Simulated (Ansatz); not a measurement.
**Worked example: correlation energy of BGe⁺, singlet**

Geometry: a PBE0/def2-TZVP stationary point for this spin. The triplet lies 0.4 eV lower here.

```xyz
2

Ge    0.0000    0.0000    0.0000
B     0.0000    0.0000    2.5640
```

Basis cc-pVDZ; Ansatz 0.2.0. Only valence electrons are correlated (noble-gas cores and the filled d shells of p-block atoms frozen), which leaves 6 electrons in 26 orbitals. R marks a restricted (for open shells ROHF) determinant. No spin–orbit coupling is included, and no scalar relativity.

Full CI is exact within this basis and frozen core; it isn't the basis-set limit.

Runs differ by some tens of microhartree through their thresholds, so steps under 0.03 kcal/mol mean nothing.

```json
{"level": "RHF", "total energy (hartree)": "-2099.563470"}
{"level": "RMP2", "total energy (hartree)": "-2099.659276"}
{"level": "RCCSD", "total energy (hartree)": "-2099.704070"}
{"level": "RCCSD(T)", "total energy (hartree)": "-2099.708030"}
{"level": "RCCSDT", "total energy (hartree)": "-2099.709218"}
{"level": "RCCSDT(Q)", "total energy (hartree)": "-2099.709614"}
{"level": "RCCSDTQ", "total energy (hartree)": "-2099.709790"}
{"level": "full CI", "total energy (hartree)": "-2099.709818"}
```

Problem. What is the correlation energy at full CI, and what share of it do RMP2 and RCCSD recover?

Solution. E(corr) = -2099.709818 − (-2099.563470) = -0.146348 hartree = -3.982 eV. RMP2: -0.095806 / -0.146348 = 65.46 %. RCCSD: -0.140600 / -0.146348 = 96.07 %.

Problem. By how many kcal/mol does RCCSD(T) miss full CI (1 hartree = 627.509 kcal/mol), and which steps make up the rest?

Solution. -2099.708030 − (-2099.709818) = 0.001788 hartree = 1.12 kcal/mol. Steps: RCCSDT − RCCSD(T) = -0.75, RCCSDT(Q) − RCCSDT = -0.25, RCCSDTQ − RCCSDT(Q) = -0.11, full CI − RCCSDTQ = -0.02 kcal/mol. With more than one leading determinant such errors change with state and geometry, and needn't cancel in differences.
